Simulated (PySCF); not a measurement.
**Beryllium: a sound run and one with changed settings**

Sound run: Be [He] 2s2, Be⁺ [He] 2s1. Computed with PySCF 2.14 in aug-cc-pVDZ-DK, with scalar relativity by spin-free X2C-1e. In the sound run the correlated levels freeze 1s2. The sound run starts from symmetry-adapted Hartree-Fock orbitals and uses a fine grid where one is needed.

Changed run: all electrons correlated in a basis built for the valence shell.

```csv
species,method,sound run (hartree),changed run (hartree),converged
Be,MP2,-14.60066,-14.60140,yes
Be,CCSD(T),-14.61939,-14.61997,yes
Be⁺,MP2,n/a,-14.27864,yes
Be⁺,CCSD(T),n/a,-14.27870,yes
```

Ionisation energy of Be:

```csv
method,sound run (eV),changed run (eV)
UHF,8.076,8.076
MP2,8.777,8.783
SCS-MP2,8.917,8.924
CCSD,9.287,9.286
CCSD(T),9.287,9.287
```

A valence basis has no tight correlating functions, so it recovers only part of the core correlation, and not evenly between atom and ion.

For comparison, NIST gives 9.323 eV between the lowest levels.
